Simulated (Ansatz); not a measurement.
**C2H6B (SMILES [CH2]BC): U-revPBE/6-311+G(d,p)**

Aim: the vertical electron affinity of C2H6B at U-revPBE/6-311+G**, from 2 runs. 

The results are computed with Ansatz 0.2.0.

45 further runs of the same task are left out: 45 set aside as unsound or not needed.

**1. Starting point**

The species is C2H6B (9 atoms), meant as a doublet with charge 0. As SMILES, `[CH2]BC`. The coordinates come from a PBE0-D4/def2-TZVP relaxation. This is one conformer, not always the lowest.

Bond lengths: C1–B2 1.531 Å, B2–C3 1.561 Å, C1–H4 1.088 Å, C1–H5 1.087 Å, B2–H6 1.202 Å, C3–H7 1.092 Å, C3–H8 1.097 Å, C3–H9 1.097 Å. Some angles: C1–B2–C3 122.9°, C1–B2–H6 118.3°, C3–B2–H6 118.8°, B2–C1–H4 122.7°, B2–C1–H5 123.3°, B2–C3–H7 115.2°, B2–C3–H8 109.8°, B2–C3–H9 110.0°, H4–C1–H5 113.9°, H7–C3–H8 108.4°.

**2. The energy at U-revPBE/6-311+G(d,p)**

Input file molecule.yaml:

```yaml
crystal:
  periodic: [false, false, false]
  atoms:
    - {symbol: C, position_ang: [-0.840100, 0.743300, -1.023500]}
    - {symbol: B, position_ang: [0.191800, 0.540800, 0.089100]}
    - {symbol: C, position_ang: [0.525000, -0.860100, 0.691800]}
    - {symbol: H, position_ang: [-1.406600, -0.078400, -1.457800]}
    - {symbol: H, position_ang: [-1.074500, 1.714900, -1.450600]}
    - {symbol: H, position_ang: [0.769100, 1.506600, 0.513000]}
    - {symbol: H, position_ang: [-0.036500, -1.695300, 0.267500]}
    - {symbol: H, position_ang: [1.596100, -1.069200, 0.576400]}
    - {symbol: H, position_ang: [0.364200, -0.849200, 1.777100]}
basis:
  gaussian: {orbitals: 6-311+G_st__st_.json}
magnetization: {spin_polarized: true, initial_magnetization: 1}
hamiltonian: {xc: {name: revPBE}}
accuracy: high
output: {orbitals: {seedname: orbitals}}
```

The basis set 6-311+G** is read from a file made from the Basis Set Exchange's data (not shown).

Command:

```bash
$ ansatz run molecule.yaml --threads 1 --pin off --max-ram 3480MiB --events-out events.jsonl --progress --plain --runs-dir runs
```

The program printed:

```text
Warning: RAYON_NUM_THREADS=1 ignored (pool sized by the plan → 1); use --threads N
Functional definition: revPBE
  name "revPBE"
  parameter kappa = 1.245
  parameter beta = 0.06672455060314922
  exchange = pbe_x(kappa = kappa, mu = beta*pi^2/3)
  correlation = pbe_c(beta = beta)
2069 factors; integrals over basis functions are off by at most 3.6e-9 eV
mean field evaluation 1: about -2834.9115 eV, gradient 4.8e1 eV
mean field evaluation 2: about -2820.3584 eV, gradient 6.6e1 eV
mean field evaluation 4: about -2846.4434 eV, gradient 3.3e0 eV
mean field evaluation 8: about -2846.4976 eV, gradient 7.0e-2 eV
mean field evaluation 16: about -2846.4976 eV, gradient 5.6e-6 eV
mean field -2846.49761466 eV, -104.6068579136 hartree, gradient 2.2e-8 eV, S^2 0.752731; 0 other end points of the search recorded, 0 dependent functions left out
reference -2846.49762259 eV, -104.6068582048 hartree; 12, 11 occupied and 90, 91 virtual orbitals, 2069 factors
Total energy: -2846.49762259 eV, -104.6068582048 hartree
```

It took 8.4 s on 1 thread of Arm Neoverse V2, shared host; peak memory 0.32 GiB.

**3. The singlet anion, same level**

Input file job.yaml:

```yaml
crystal:
  periodic: [false, false, false]
  atoms:
    - {symbol: C, position_ang: [-0.840100, 0.743300, -1.023500]}
    - {symbol: B, position_ang: [0.191800, 0.540800, 0.089100]}
    - {symbol: C, position_ang: [0.525000, -0.860100, 0.691800]}
    - {symbol: H, position_ang: [-1.406600, -0.078400, -1.457800]}
    - {symbol: H, position_ang: [-1.074500, 1.714900, -1.450600]}
    - {symbol: H, position_ang: [0.769100, 1.506600, 0.513000]}
    - {symbol: H, position_ang: [-0.036500, -1.695300, 0.267500]}
    - {symbol: H, position_ang: [1.596100, -1.069200, 0.576400]}
    - {symbol: H, position_ang: [0.364200, -0.849200, 1.777100]}
basis:
  gaussian:
    orbitals: 6-311+G_st__st_.json
total_charge: -1
magnetization:
  spin_polarized: false
hamiltonian:
  xc: {name: revPBE}
accuracy: high
output:
  orbitals: {seedname: orbitals}
```

The basis set 6-311+G** is read from a file made from the Basis Set Exchange's data (not shown).

Command:

```bash
$ ansatz run job.yaml --threads 1 --pin off --max-ram 3480MiB --events-out events.jsonl --progress --plain --runs-dir runs
```

The program printed, cut to the lines that bear on the results:

```text
Warning: RAYON_NUM_THREADS=1 ignored (pool sized by the plan → 1); use --threads N
[... 6 set-up lines as earlier in the session ...]
2069 factors; integrals over basis functions are off by at most 3.6e-9 eV
mean field evaluation 1: about -2838.3529 eV, gradient 6.0e1 eV
mean field evaluation 2: about -2758.1651 eV, gradient 1.4e2 eV
mean field evaluation 4: about -2847.6612 eV, gradient 1.1e1 eV
mean field evaluation 8: about -2848.0085 eV, gradient 3.7e-1 eV
mean field evaluation 16: about -2848.0050 eV, gradient 8.4e-6 eV
mean field -2848.00499694 eV, -104.6622531905 hartree, gradient 6.0e-8 eV, S^2 0.000000; 0 other end points of the search recorded, 0 dependent functions left out
reference -2848.00500239 eV, -104.6622533906 hartree; 12, 12 occupied and 90, 90 virtual orbitals, 2069 factors
Total energy: -2848.00500239 eV, -104.6622533906 hartree
```

Wall time 5.4 s (1 thread of Arm Neoverse V2, shared host); peak memory 0.26 GiB.

**4. Outcome**

At U-revPBE/6-311+G**:

| quantity | value |
| --- | --- |
| doublet C2H6B: total energy | -104.60686 Eh |
| doublet C2H6B: HOMO energy (highest over α and β) | -6.35 eV |
| doublet C2H6B: LUMO energy (lowest over α and β) | -4.41 eV |
| doublet C2H6B: ⟨S²⟩ | 0.753 |
| singlet anion: total energy | -104.66225 Eh |
| singlet anion: HOMO energy | 1.36 eV |
| singlet anion: LUMO energy | 3.23 eV |
| singlet anion: HOMO–LUMO gap (to an unbound level, set by the basis) | 1.87 eV |
| vertical electron affinity (to the singlet anion) | 1.507 eV |

In words: At fixed nuclei the extra electron is bound by 1.51 eV (35 kcal/mol). The HOMO (singlet anion) lies at positive energy, 1.36 eV, as semi-local functionals often give for anions; only total energies tell whether the electron is bound.
